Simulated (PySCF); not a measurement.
**HNB, quartet: reading a ladder of total energies**

Geometry: a PBE0/def2-TZVP stationary point for this spin, not checked as a minimum.

| atom | x (Å) | y (Å) | z (Å) |
| --- | --- | --- | --- |
| B | 0.0000 | 0.0798 | 0.8638 |
| N | 0.0000 | -0.1176 | -0.5879 |
| H | 0.0000 | 0.7790 | -1.0947 |

Basis 6-31G; PySCF 2.14.0. Only valence electrons are correlated (noble-gas cores frozen), which leaves 9 electrons in 18 orbitals. Prefix R: restricted or restricted open-shell reference; prefix U: unrestricted.

Full CI is exact within this basis and frozen core; it isn't the basis-set limit. The frozen core follows each run's orbitals, which can shift R against U totals by a few meV.

Restricted and unrestricted runs freeze slightly different cores, so the step to full CI, which has another core, is uncertain by up to 0.1 kcal/mol.

| level | total energy (hartree) |
| --- | --- |
| UHF | -79.496089 |
| UMP2 | -79.597439 |
| UCCSD | -79.615240 |
| UCCSD(T) | -79.617759 |
| UCCSDT | -79.618382 |
| full CI | -79.618630 |

Question: What is the correlation energy at full CI, and what share of it do UMP2 and UCCSDT recover?

Answer: E(corr) = -79.618630 − (-79.496089) = -0.122541 hartree = -3.335 eV. UMP2: -0.101350 / -0.122541 = 82.71 %. UCCSDT: -0.122293 / -0.122541 = 99.80 %.

Question: By how many kcal/mol does UCCSD(T) miss full CI (1 hartree = 627.509 kcal/mol), and which steps make up the rest?

Answer: -79.617759 − (-79.618630) = 0.000871 hartree = 0.55 kcal/mol. Steps: UCCSDT − UCCSD(T) = -0.39, full CI − UCCSDT = -0.16 kcal/mol. That is within 1 kcal/mol of the reference in this basis, which itself misses far more of the correlation at the basis-set limit.
